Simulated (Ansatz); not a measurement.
# A basis-limit estimate, worked out

An elementary step of CH$_{4}$Cl, doublet (CH₃Cl ([CH3][Cl]) + H → CH₂Cl ([CH2][Cl]) + H₂; H–C broken or loosened, H–H formed or tightened). “Start” and “end” are the PBE0-D4/def2-TZVP structures reached by relaxing down either side of its saddle point, with the molecules still in contact.

Program: Ansatz 0.2.0. Basis: def2-TZVPP and def2-QZVPP. Cores are frozen in the correlated methods; orbitals are unrestricted.

Energies in eV:

| quantity | end | start |
| --- | --- | --- |
| Hartree–Fock, triple zeta (X = 3) | -13595.93631 | -13595.90900 |
| Hartree–Fock, quadruple zeta (X = 4) | -13596.35441 | -13596.32066 |
| MP2 correlation, X = 3 | -10.05899 | -10.16359 |
| MP2 correlation, X = 4 | -10.90516 | -11.02012 |
| CCSD(T) correlation, X = 3 | -11.52775 | -11.43158 |

**Question.** Work out the step energy at the basis limit: extrapolate Hartree–Fock as E(X) = E∞ + A exp(−7.88 √X) and the MP2 correlation as E(X) = E∞ + B X^−2.97 (the exponents that Neese and Valeev fitted for def2-TZVPP and QZVPP), then add CCSD(T) − MP2 in triple zeta.

**Answer.** Each step is linear, so take the differences first (end − start): Hartree–Fock -0.02731 (X = 3) and -0.03375 (X = 4); MP2 correlation 0.10460 and 0.11496; CCSD(T) correlation -0.09617.
Two points give E∞ = E(4) + w [E(4) − E(3)], with w = 1/(exp(7.88 (2 − √3)) − 1) = 0.1377 for Hartree–Fock and w = 1/((4/3)^2.97 − 1) = 0.7407 for the correlation.
Hartree–Fock: -0.03375 + 0.1377 × (-0.00644) = -0.0346 eV.
MP2 correlation: 0.11496 + 0.7407 × 0.01036 = 0.1226 eV.
CCSD(T) − MP2: -0.09617 − 0.10460 = -0.2008 eV.
Sum: -0.0346 + 0.1226 + (-0.2008) = -0.1128 eV, or -2.60 kcal/mol. Plain CCSD(T) in triple zeta gives -0.1235 eV, so the larger basis shifts the result by 0.0107 eV.

T1 diagnostic: at most 0.015. ⟨S²⟩ of the unrestricted Hartree–Fock references: 0.75 to 0.79 (a pure state has 0.75).

Labels in which every atom is bracketed show which atoms are joined, not bond orders.

For scale, one of the runs: CCSD(T)/def2-TZVPP, 129 basis functions, launched by `ansatz run in.yaml --threads 2 --pin off --events-out ev --progress --plain --max-ram 4352MiB`. The run took 26 s on 2 CPU threads of an Intel Xeon Platinum 8488C (shared host), with 1.3 GiB of host memory at its peak.
